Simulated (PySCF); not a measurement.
Excitations are Tamm–Dancoff values on a coarser integration grid. The basis has no diffuse functions, so Rydberg states are missing or too high.

# BCl$_{3}$, SMILES `ClB(Cl)Cl` (charge 0, multiplicity 1)

Method: PBE0-D4/def2-TZVP run with PySCF.

```
Property                                                      Result
-------------------------------------------  -----------------------
HOMO                                                        -9.09 eV
dipole moment                                                 0.00 D
HOMO–LUMO gap                                                7.40 eV
LUMO                                                        -1.69 eV
S1 excitation (TDA)                                          5.72 eV
S1 oscillator strength                                         0.000
brightest of the four lowest singlets (TDA)                  7.22 eV
T1 excitation (TDA)                                          5.52 eV
S1–T1 gap (TDA)                                              0.20 eV
vertical ionisation energy (Delta-SCF)                      11.31 eV
total energy                                           -1405.1402 Ha
cost                                         roughly 60 core-seconds
```

Bonds (Å): Cl1–B2 1.737, B2–Cl3 1.737, B2–Cl4 1.737. Bond angles (°): Cl1–B2–Cl3 120.0, Cl1–B2–Cl4 120.0, Cl3–B2–Cl4 120.0.
Charge 0, spin multiplicity 1.
